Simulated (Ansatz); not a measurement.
C4H6O can be A, `OC1=CCC1`, or B, `C=C=CCO`.

Calculated with Ansatz (gas phase, PBE0-D4/def2-TZVP geometries, no zero-point term in ΔE). CCSD(T)/CBS is the MP2 limit (def2-TZVPP, def2-QZVPP) plus CCSD(T) − MP2 in def2-TZVPP, frozen cores. DFT in def2-TZVPP. B3LYP here is the variant with VWN-RPA as its local correlation; programs differ in this. One conformer a species, not always the lowest.

A:

Z-matrix (Å, degrees):
```
C
C 1 1.559
C 1 1.511 2 86.8
H 1 1.094 2 113.9 3 -117.2
H 1 1.094 2 113.9 3 117.2
C 2 1.500 1 84.6 3 0.0
H 2 1.094 1 114.9 3 116.1
H 2 1.094 1 114.9 3 -116.1
H 3 1.081 1 133.2 2 -180.0
O 6 1.343 2 130.9 1 180.0
H 10 0.961 6 109.1 2 0.2
```

B:

```xyz
11

C    -2.144   -0.726    0.292
C    -1.077    0.005    0.165
C    -0.002    0.725    0.021
C     1.271    0.207   -0.583
O     2.360    0.304    0.311
H    -2.317   -1.320    1.184
H    -2.897   -0.762   -0.488
H     0.005    1.756    0.369
H     1.121   -0.822   -0.932
H     1.548    0.816   -1.447
H     2.131   -0.184    1.107
```

Which is lower in electronic energy at CCSD(T)/CBS, and by how much? (An estimate is asked.)

Ansatz gave: A, by 41.0 kJ/mol.

Give E(B) − E(A) in kJ/mol with LDA (SPW92), B2PLYP, CCSD(T)/def2-TZVPP, BLYP-D4, CCSD/def2-TZVPP, B3LYP-D4, HF/def2-TZVPP. (An estimate is asked.)

Ansatz gave: LDA (SPW92) 66.4, B2PLYP 31.8, CCSD(T)/def2-TZVPP 41.0, BLYP-D4 15.4, CCSD/def2-TZVPP 40.2, B3LYP-D4 25.4, HF/def2-TZVPP 23.9. None reverses the order clearly.

Does the order hold for the free energy at 298.15 K (harmonic terms from PBE0-D4)? (Estimate.)

Computed: Yes: G(B) − G(A) = +31.5 kJ/mol, for one conformer each.

Largest T1 diagnostic: 0.012.

Leaving LDA and LC-ωPBE aside and taking each functional with its dispersion term where it has one, the values, not all of them listed here, spread over 45.7 kJ/mol, from BLYP-D4 to PBE-QIDH. LDA lies +22.9 kJ/mol from PBE without D4. At CCSD(T), def2-SVP lies +6.4 kJ/mol from the extrapolated value and def2-TZVPP −0.0 kJ/mol.
